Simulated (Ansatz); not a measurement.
# BH (charge +1): comparison of methods with full CI

A script is to give a comparison of methods with full CI; the system is BH (charge +1).

Computed with the Python package of Ansatz 0.2.0. The levels of theory stand in the script.

### 1 The structure

Bond lengths: B1–H2 1.235 Å.

The script holds or builds the structure itself.

### 2 Script

The input, fci_bh.py:

```python
"""Approximate methods against full CI for BH(+) in a small basis."""

import warnings

import ansatz as az

warnings.simplefilter("ignore", az.DeckWarning)

bh = (
    az.Crystal.molecule()
    .atom("B", [0.0, 0.0, 0.0])
    .atom("H", [0.0, 0.0, 1.235])
)

calc = (
    bh.calculation()
    .basis(gaussian="cc-pVDZ")
    .charge(1)
    .spin("collinear", total=1)
)
exact = calc.correlation("fci").run().report
print(f"full CI {exact['free_energy_ev'] / 27.211386246:.7f} Ha over {exact['configurations']['states'][0]['n_determinants']} determinants")
print("natural occupations", [round(n, 4) for n in exact["configurations"]["natural_occupations"]])
print(f"hf       misses {1000 * (exact['reference_energy_ev'] - exact['free_energy_ev']) / 27.211386246:9.3f} mHa")
for method in ["mp2", "ccsd", "ccsd_t", "ccsdt"]:
    e = calc.correlation(method).run().report["free_energy_ev"]
    print(f"{method:8s} misses {1000 * (e - exact['free_energy_ev']) / 27.211386246:9.3f} mHa")
```

### 3 The input behind the calls

The engine receives this input (first run):

```yaml
crystal:
  periodic: [false, false, false]
  atoms:
    - { symbol: B, position_ang: [0.0, 0.0, 0.0] }
    - { symbol: H, position_ang: [0.0, 0.0, 1.235] }
basis:
  gaussian:
    orbitals: cc-pVDZ
magnetization:
  spin_polarized: true
  initial_magnetization: 1.0
total_charge: 1.0
correlation:
  method: fci
```

### 4 Running it

Command:

```
> python fci_bh.py
```

Q: Predict the main results. Wanted: natural occupations; hf misses full CI by; mp2 misses full CI by; ccsd misses full CI by; ccsd_t misses full CI by; ccsdt misses full CI by; correlation energy, last run.

As calculated:

| quantity | value |
| --- | --- |
| natural occupations | 1.9397, 0.987, 0.0215, 0.0215, 0.0176, 0.0037, 0.0033, 0.0033 |
| hf misses full CI by | 47.948 mHa |
| mp2 misses full CI by | 15.048 mHa |
| ccsd misses full CI by | 0.832 mHa |
| ccsd_t misses full CI by | 0.291 mHa |
| ccsdt misses full CI by | -0.001 mHa |
| runs compared | 5 |
| correlation energy, last run | -1.261 eV |

**Reading.** The natural occupations stay near whole numbers, so one determinant describes the state well. Against full CI in this basis, ccsdt comes nearest; 1.6 mHa is 1 kcal/mol. mp2 catches 68 % of the correlation energy of ccsdt. Notes:
- Full CI is exact only within this small basis and its frozen core, at an unrelaxed geometry.
- The species is open-shell (spin multiplicity 2).
